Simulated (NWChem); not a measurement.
System: Na2; SMILES [Na][Na]

NWChem printed, in part:

```
             Northwest Computational Chemistry Package (NWChem) 7.3.0
             --------------------------------------------------------

 ORDER OF PRIMARY AXIS IS BEING SET TO 4
 D4H symmetry detected

                             Geometry "geometry" -> ""
                             -------------------------

 Output coordinates in angstroms (scale by  1.889725989 to convert to a.u.)

  No.       Tag          Charge          X              Y              Z
 ---- ---------------- ---------- -------------- -------------- --------------
    1 Na                  11.0000     0.00000000     0.00000000    -1.55514500
    2 Na                  11.0000     0.00000000     0.00000000     1.55514500

 Effective nuclear repulsion energy (a.u.)      20.5866485533

      Symmetry information
      --------------------

 Group name             D4h
 Group number             28
 Group order              16
 No. of unique centers     1

                                 NWChem DFT Module
                                 -----------------

 Summary of "ao basis" -> "ao basis" (spherical)
 ------------------------------------------------------------------------------
       Tag                 Description            Shells   Functions and Types
 ---------------- ------------------------------  ------  ---------------------
 Na                         def2-svp                 7       15   4s2p1d

      Symmetry analysis of basis
      --------------------------

        a1g         7
        a1u         0
        a2g         0
        a2u         7
        b1g         1
        b1u         1
        b2g         1
        b2u         1
        eg          6
        eu          6

            General Information
            -------------------
          SCF calculation type: DFT
          Wavefunction type:  closed shell.
          No. of atoms     :     2
          No. of electrons :    22
           Alpha electrons :    11
            Beta electrons :    11
          Charge           :     0
          Spin multiplicity:     1
          Use of symmetry is: on ; symmetry adaption is: on
          Maximum number of iterations: 200
          AO basis - number of functions:    30
                     number of shells:    14
          Convergence on energy requested:  1.00D-06
          Convergence on density requested:  1.00D-05
          Convergence on gradient requested:  5.00D-04

              XC Information
              --------------
                    Becke 1988 Exchange Functional  1.000
              Lee-Yang-Parr Correlation Functional  1.000

             Grid Information
             ----------------
          Grid used for XC integration:  medium
          Radial quadrature: Mura-Knowles
          Angular quadrature: Lebedev.
          Tag              B.-S. Rad. Rad. Pts. Rad. Cut. Ang. Pts.
          ---              ---------- --------- --------- ---------
          Na                  1.80       88          14.0       434
          Grid pruning is: on
          Number of quadrature shells:    88
          Spatial weights used:  Erf1

      Superposition of Atomic Density Guess
      -------------------------------------

 Sum of atomic energies:        -323.58521921

      Non-variational initial energy
      ------------------------------

 Total energy =    -323.541307
 1-e energy   =    -496.527822
 2-e energy   =     152.399866
 HOMO         =      -0.142045
 LUMO         =      -0.019583

      Symmetry analysis of molecular orbitals - initial
      -------------------------------------------------

 !! scf_movecs_sym_adapt:    4 vectors were symmetry contaminated

  Symmetry fudging

 !! scf_movecs_sym_adapt:    4 vectors were symmetry contaminated

  Numbering of irreducible representations:

     1 a1g         2 a1u         3 a2g         4 a2u         5 b1g
     6 b1u         7 b2g         8 b2u         9 eg         10 eu

  Orbital symmetries:

     1 a2u         2 a1g         3 a1g         4 a2u         5 a1g
     6 eu          7 eu          8 a2u         9 eg         10 eg
    11 a1g        12 a2u        13 eu         14 eu         15 a1g
    16 eg         17 eg         18 a1g        19 a2u        20 a2u
    21 eu

   convergence    iter        energy       DeltaE   RMS-Dens  Diis-err
 ---------------- ----- ----------------- --------- --------- ---------
 d= 0,ls=0.0,diis     1   -324.4563539124 -3.45D+02  2.51D-02  2.71D-02
  Resetting Diis
 d= 0,ls=0.0,diis     2   -324.4623401238 -5.99D-03  4.12D-03  2.66D-04
 d= 0,ls=0.0,diis     3   -324.4625279749 -1.88D-04  2.29D-03  6.81D-05
 d= 0,ls=0.0,diis     4   -324.4625676302 -3.97D-05  9.15D-04  2.66D-05
 d= 0,ls=0.0,diis     5   -324.4625930253 -2.54D-05  3.94D-06  1.18D-09
 d= 0,ls=0.0,diis     6   -324.4625930256 -2.72D-10  2.30D-07  3.50D-12

         Total DFT energy =     -324.462593025607
      One electron energy =     -496.925593161836
           Coulomb energy =      180.720253857580
    Exchange-Corr. energy =      -28.843902274689
 Nuclear repulsion energy =       20.586648553339

 Numeric. integr. density =       21.999999094662

                  Occupations of the irreducible representations
                  ----------------------------------------------

                     irrep           alpha         beta
                     --------     --------     --------
                     a1g               4.0          4.0
                     a1u               0.0          0.0
                     a2g               0.0          0.0
                     a2u               3.0          3.0
                     b1g               0.0          0.0
                     b1u               0.0          0.0
                     b2g               0.0          0.0
                     b2u               0.0          0.0
                     eg                2.0          2.0
                     eu                2.0          2.0

                       DFT Final Molecular Orbital Analysis
                       ------------------------------------

 Vector    9  Occ=2.000000D+00  E=-1.026935D+00  Symmetry=eg
              MO Center= -1.1D-19, -3.0D-20,  1.7D-11, r^2= 2.7D+00
   Bfn.  Coefficient  Atom+Function         Bfn.  Coefficient  Atom+Function
  ----- ------------  ---------------      ----- ------------  ---------------
     5      0.681671  1 Na px                20     -0.681671  2 Na px
     6      0.179903  1 Na py                21     -0.179903  2 Na py

 Vector   10  Occ=2.000000D+00  E=-1.026436D+00  Symmetry=a2u
              MO Center= -1.5D-17, -1.7D-18, -1.0D-16, r^2= 2.7D+00
   Bfn.  Coefficient  Atom+Function         Bfn.  Coefficient  Atom+Function
  ----- ------------  ---------------      ----- ------------  ---------------
     7      0.705351  1 Na pz                22      0.705351  2 Na pz

 Vector   11  Occ=2.000000D+00  E=-1.093854D-01  Symmetry=a1g
              MO Center= -1.2D-15,  8.4D-16,  8.0D-16, r^2= 6.4D+00
   Bfn.  Coefficient  Atom+Function         Bfn.  Coefficient  Atom+Function
  ----- ------------  ---------------      ----- ------------  ---------------
     3      0.415855  1 Na s                 18      0.415855  2 Na s
     2      0.222164  1 Na s                 17      0.222164  2 Na s
     4      0.183756  1 Na s                 19      0.183756  2 Na s
     1     -0.035685  1 Na s                 16     -0.035685  2 Na s
    10      0.033579  1 Na pz                25     -0.033579  2 Na pz

 Vector   12  Occ=0.000000D+00  E=-6.200972D-02  Symmetry=a2u
              MO Center= -2.0D-17, -2.7D-17, -1.2D-16, r^2= 1.2D+01
   Bfn.  Coefficient  Atom+Function         Bfn.  Coefficient  Atom+Function
  ----- ------------  ---------------      ----- ------------  ---------------
     4      0.531296  1 Na s                 19     -0.531296  2 Na s
     3      0.342439  1 Na s                 18     -0.342439  2 Na s
    10     -0.195005  1 Na pz                25     -0.195005  2 Na pz
     2      0.188660  1 Na s                 17     -0.188660  2 Na s
     7      0.045717  1 Na pz                22      0.045717  2 Na pz

 Vector   13  Occ=0.000000D+00  E=-1.895090D-02  Symmetry=eu
              MO Center=  1.7D-15,  2.0D-17, -6.3D-15, r^2= 8.4D+00
   Bfn.  Coefficient  Atom+Function         Bfn.  Coefficient  Atom+Function
  ----- ------------  ---------------      ----- ------------  ---------------
     8      0.597061  1 Na px                23      0.597061  2 Na px
     5     -0.103732  1 Na px                20     -0.103732  2 Na px
     9      0.033136  1 Na py                24      0.033136  2 Na py

 Vector   14  Occ=0.000000D+00  E=-1.895090D-02  Symmetry=eu
              MO Center= -1.2D-16, -1.6D-15,  2.2D-15, r^2= 8.4D+00
   Bfn.  Coefficient  Atom+Function         Bfn.  Coefficient  Atom+Function
  ----- ------------  ---------------      ----- ------------  ---------------
     9      0.597061  1 Na py                24      0.597061  2 Na py
     6     -0.103732  1 Na py                21     -0.103732  2 Na py
     8     -0.033136  1 Na px                23     -0.033136  2 Na px

     Multipole analysis of the density
     ---------------------------------

     L   x y z        total         alpha         beta         nuclear
     -   - - -        -----         -----         ----         -------
     0   0 0 0     -0.000000    -11.000000    -11.000000     22.000000

     1   1 0 0     -0.000000     -0.000000     -0.000000      0.000000
     1   0 1 0      0.000000      0.000000      0.000000      0.000000
     1   0 0 1     -0.000000     -0.000000     -0.000000      0.000000

     2   2 0 0    -16.533071     -8.266536     -8.266536      0.000000
     2   1 1 0      0.000000      0.000000      0.000000      0.000000
     2   1 0 1     -0.000000     -0.000000     -0.000000      0.000000
     2   0 2 0    -16.533071     -8.266536     -8.266536      0.000000
     2   0 1 1      0.000000      0.000000      0.000000      0.000000
     2   0 0 2     -8.653603    -99.328667    -99.328667    190.003731

            General Information
            -------------------
          SCF calculation type: DFT
          Wavefunction type:  closed shell.
          No. of atoms     :     2
          No. of electrons :    22
           Alpha electrons :    11
            Beta electrons :    11
          Charge           :     0
          Spin multiplicity:     1
          Use of symmetry is: on ; symmetry adaption is: on
          Maximum number of iterations: 200
          AO basis - number of functions:    30
                     number of shells:    14
          Convergence on energy requested:  1.00D-06
          Convergence on density requested:  1.00D-05
          Convergence on gradient requested:  5.00D-04

              XC Information
              --------------
                    Becke 1988 Exchange Functional  1.000
              Lee-Yang-Parr Correlation Functional  1.000

             Grid Information
             ----------------
          Grid used for XC integration:  medium
          Radial quadrature: Mura-Knowles
          Angular quadrature: Lebedev.
          Tag              B.-S. Rad. Rad. Pts. Rad. Cut. Ang. Pts.
          ---              ---------- --------- --------- ---------
          Na                  1.80       88          14.0       434
          Grid pruning is: on
          Number of quadrature shells:    88
          Spatial weights used:  Erf1

          Convergence Information
          -----------------------
          Convergence aids based upon iterative change in
          total energy or number of iterations.
          Levelshifting, if invoked, occurs when the
          HOMO/LUMO gap drops below (HL_TOL):  1.00D-02
          DIIS, if invoked, will attempt to extrapolate
          using up to (NFOCK):  3 stored Fock matrices.

                    Damping( 0%)  Levelshifting(0.5)       DIIS
                  --------------- ------------------- ---------------
          dE  on:    start            ASAP                start
          dE off:    2 iters        200 iters           200 iters

                            NWChem DFT Gradient Module
                            --------------------------

  charge          =   0.00
  wavefunction    = closed shell

  Using symmetry

                         DFT ENERGY GRADIENTS

    atom               coordinates                        gradient
                 x          y          z           x          y          z
   1 Na      0.000000   0.000000  -2.938798    0.000000   0.000000  -0.000719
   2 Na      0.000000   0.000000   2.938798    0.000000  -0.000000   0.000719
```

Level: BLYP/def2-SVP. The geometry was optimised at PBE-D3(BJ)/def2-SVP.

Problem. Which NWChem input produces such a log?

Solution. Several could match; the one computed here: the input that was run:
```
start job
memory heap 200 mb stack 900 mb global 1100 mb
geometry units angstroms noautoz
  Na     0.000000     0.000000    -1.555145
  Na     0.000000     0.000000     1.555145
end
basis spherical
  * library def2-svp
end
dft
  xc becke88 lyp
  iterations 200
  convergence diis 3
end
task dft gradient
```
